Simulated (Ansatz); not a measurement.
# CH2FSi+ (SMILES F[C+]=[SiH2]): one structure at several levels

A test off equilibrium: a structure displaced at random from a GFN2-xTB minimum is computed at several levels, and each is set against CCSD(T).

Program: Ansatz 0.2.0, Gaussian basis. Level of theory: single points in def2-TZVPP. These are calculated values, not measurements.

Correlated methods freeze the cores.

### 1 The system as given

5 atoms, charge 1, spin multiplicity 1.

Atoms are counted from 1 here; the program's logs count them from 0.

Bond lengths: F1–C2 1.301 Å, C2–Si3 1.820 Å, Si3–H4 1.453 Å, Si3–H5 1.450 Å. Angles: F1–C2–Si3 130.3°, C2–Si3–H4 117.7°, C2–Si3–H5 119.1°, H4–Si3–H5 122.5°.

Geometry (Å):

```xyz
5
CH2FSi
F     0.8912   -1.2191    1.5852
C    -0.0131   -0.4059    1.1229
Si   -0.2067    0.3177   -0.5356
H    -1.1044   -0.3507   -1.4626
H     0.3567    1.6263   -0.8033
```

### 2 CCSD(T)/def2-TZVPP

run/in.yaml reads:

```yaml
crystal:
  periodic: [false, false, false]
  atoms:
    - {symbol: F, position_ang: [0.891200, -1.219100, 1.585200]}
    - {symbol: C, position_ang: [-0.013100, -0.405900, 1.122900]}
    - {symbol: Si, position_ang: [-0.206700, 0.317700, -0.535600]}
    - {symbol: H, position_ang: [-1.104400, -0.350700, -1.462600]}
    - {symbol: H, position_ang: [0.356700, 1.626300, -0.803300]}
basis:
  gaussian: {orbitals: def2-TZVPP}
total_charge: 1
correlation: {method: ccsd_t}
output: {forces: true}
```

No record of the launch command was kept for these runs.

### 3 PBE0-D4/def2-TZVPP

run/in.yaml, as its differences from that of step 2:

```diff
@@ -11,3 +11,3 @@
 total_charge: 1
-correlation: {method: ccsd_t}
-output: {forces: true}
+hamiltonian: {xc: pbe0, dispersion: d4}
+output: {forces: true, orbitals: {seedname: orbitals}}
```

### 4 wB97M-V/def2-TZVPP

run/in.yaml, as its differences from that of step 3:

```diff
@@ -11,3 +11,3 @@
 total_charge: 1
-hamiltonian: {xc: pbe0, dispersion: d4}
-output: {forces: true, orbitals: {seedname: orbitals}}
+hamiltonian: {xc: {name: wB97M-V}}
+output: {forces: true}
```

### 5 r2SCAN-D4/def2-TZVPP

run/in.yaml, as its differences from that of step 4:

```diff
@@ -11,3 +11,3 @@
 total_charge: 1
-hamiltonian: {xc: {name: wB97M-V}}
+hamiltonian: {xc: r2scan, dispersion: d4}
 output: {forces: true}
```

### 6 PBE-D4/def2-TZVPP

run/in.yaml, as its differences from that of step 5:

```diff
@@ -11,3 +11,3 @@
 total_charge: 1
-hamiltonian: {xc: r2scan, dispersion: d4}
+hamiltonian: {xc: pbe, dispersion: d4}
 output: {forces: true}
```

### 7 B97M-V/def2-TZVPP

run/in.yaml, as its differences from that of step 6:

```diff
@@ -11,3 +11,3 @@
 total_charge: 1
-hamiltonian: {xc: pbe, dispersion: d4}
+hamiltonian: {xc: {name: B97M-V}}
 output: {forces: true}
```

### 8 r2SCAN0-D4/def2-TZVPP

run/in.yaml, as its differences from that of step 7:

```diff
@@ -11,3 +11,3 @@
 total_charge: 1
-hamiltonian: {xc: {name: B97M-V}}
+hamiltonian: {xc: {name: r2SCAN0}, dispersion: d4}
 output: {forces: true}
```

(Steps that only read results are left out.)

Before running it: what results should come out? Wanted: energy less free atoms, CCSD(T)/def2-TZVPP; RMS force component; RMS force error; HOMO and LUMO, PBE0-D4; T1 diagnostic.

**Answer**, as computed:

```
                                  quantity                                                                                             value
energy less free atoms, CCSD(T)/def2-TZVPP                                                                                     -553.2 kJ/mol
                       RMS force component                                                              0.913 to 1.217 eV/Å over the methods
                           RMS force error  PBE0-D4 0.188, wB97M-V 0.131, r2SCAN-D4 0.151, PBE-D4 0.263, B97M-V 0.106, r2SCAN0-D4 0.232 eV/Å
                    HOMO and LUMO, PBE0-D4                                                                              -13.58 and -10.29 eV
                             T1 diagnostic                                                                                             0.032
```

What this shows: Against CCSD(T) the functionals' energies less atoms differ by -108.2 to +11.2 kJ/mol, PBE-D4 by -108.2 kJ/mol. CCSD(T) in triple zeta still lacks some correlation energy of the bonds, so part of these gaps is its own basis error and they don't rank the functionals. The forces of B97M-V come nearest to CCSD(T), those of PBE-D4 are farthest. The T1 diagnostic is large here, over the usual mark for main-group molecules (transition-metal compounds often pass it harmlessly), so CCSD(T) itself may be off. The restricted Hartree–Fock reference is unstable towards an unrestricted one at one or more of these structures.
